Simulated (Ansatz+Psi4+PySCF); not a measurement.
```yaml
atoms:
  - { symbol: N, position_ang: [0.0000, 0.0000, 0.1165] }
  - { symbol: H, position_ang: [0.0000, 0.9397, -0.2718] }
  - { symbol: H, position_ang: [0.8138, -0.4699, -0.2718] }
  - { symbol: H, position_ang: [-0.8138, -0.4699, -0.2718] }
```

Basis set: cc-pVTZ (spherical functions). Frozen core: 1 orbital. Charge 0, multiplicity 1.

Computed with Ansatz (development build ahead of 0.2.0) and Psi4 1.11; each method stands on the lowest determinant of its kind that the runs found. Restricted open shells among the atoms or ions are ROHF, correlated in semicanonical orbitals with singles.

The vertical ionization energy (product with multiplicity 2 at the same shape, open shells in the same class of orbitals) of singlet NH₃:

| method | ionization energy |
| --- | --- |
| UHF-CCSD(T) | 10.78 eV |
| UHF-CCSD | 10.70 eV |
| RHF-MP2 | 10.85 eV |
| RHF | 9.45 eV |

Q: What does UHF give?

A: 9.35 eV.
